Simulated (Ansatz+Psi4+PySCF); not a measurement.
A calculation with Psi4 1.11.

```
molecule {
0 1
Li 0.000000 0.000000 -1.174970
F 0.000000 0.000000 1.958270
}

basis {
assign F cc-pVTZ
assign Li cc-pCVTZ
}
set reference uhf
set scf_type pk
set mp2_type conv
set cc_type conv
set num_frozen_docc 1
energy('mp2')
```

The input is written out from the run's settings.

Results

| Item | Value |
| --- | --- |
| Converged | yes |
| Reference energy | -106.85017 hartree |
| Correlation energy | -0.31766 hartree |
| Total energy | -107.16783 hartree |
| Spin squared of the determinant | 0.000 |
| Occupied orbitals by symmetry in an Abelian subgroup (alpha; beta) | 4 A1 1 B1 1 B2; 4 A1 1 B1 1 B2 |
